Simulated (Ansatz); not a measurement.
# AlH (triplet): wave-function methods side by side at distance Al1–H2 = 1.605 Å, cc-pVQZ

How much of the correlation energy of AlH (triplet) does each wave-function method recover here?

The runs use Ansatz 0.2.0, Gaussian basis; cc-pVQZ, core rule «outside noble gas», up to 5 orbitals frozen.

To be run: UHF; CCSD(T) on ROHF; CCSD(T) on UHF; BCCD(T) on ROHF; CCSDT(Q) on ROHF; CCSDT(Q) on UHF; Full CI.

17 further runs of the same task are left out: 4 for a known fault of the program, 10 that didn't finish, 3 set aside as unsound or not needed.

## Step 1: What is computed

The geometry derives from a PBE0/def2-TZVP stationary point (not a proven minimum). One bond is set to the value named and the two fragments are kept rigid.

2 atoms, charge 0, spin multiplicity 3.

Atoms are counted from 1 here; the program's logs count them from 0.

Bond lengths: Al1–H2 1.605 Å.

## Step 2: UHF

The input, in.yaml:

```yaml
crystal:
  periodic: [false, false, false]
  atoms:
    - {symbol: Al, position_ang: [0.000000, 0.000000, 0.000000]}
    - {symbol: H, position_ang: [0.000000, 0.000000, 1.604550]}
basis:
  gaussian: {orbitals: cc-pVQZ}
magnetization: {spin_polarized: true, initial_magnetization: 2}
hamiltonian: {xc: hf}
output: {orbitals: {seedname: orbitals}}
```

On the command line:

```sh
$ ansatz run in.yaml --threads 1 --pin off --events-out ev --progress --plain --max-ram 2393MiB
```

Further steps of the session: CCSD(T) on ROHF; CCSD(T) on UHF; BCCD(T) on ROHF; CCSDT(Q) on ROHF; CCSDT(Q) on UHF; Full CI.

**Question.** What will the summary of the whole plan be? Wanted: FCI below the RHF energy; RMP2 from FCI; UMP2 from FCI; RCCSD from FCI; RCCSD(T) from FCI; UCCSD(T) from FCI; RCCSDT(Q) from FCI; UCCSDT(Q) from FCI; T1 diagnostic.

**Answer**, as computed:

| quantity | value |
| --- | --- |
| FCI below the RHF energy | -1.6839 eV |
| RMP2 from FCI | +443.1 meV |
| UMP2 from FCI | +427.9 meV |
| RCCSD from FCI | +62.5 meV |
| RCCSD(T) from FCI | +16.8 meV |
| UCCSD(T) from FCI | +15.3 meV |
| RCCSDT(Q) from FCI | +0.3 meV |
| UCCSDT(Q) from FCI | -1.0 meV |
| levels within 1 kcal/mol (43 meV) | RCCSD(T), UCCSD(T), BCCD(T), RCCSDT, UCCSDT, RCCSDT(Q), UCCSDT(Q) |
| T1 diagnostic | 0.039 |
| effectively unpaired electrons | 2.02 |

RCCSD(T) lands +16.8 meV from the yardstick (1.0 % of the correlation energy). One determinant dominates. These misses are within one basis, not against nature; the frozen cores of restricted and unrestricted runs differ, which can shift their rows.
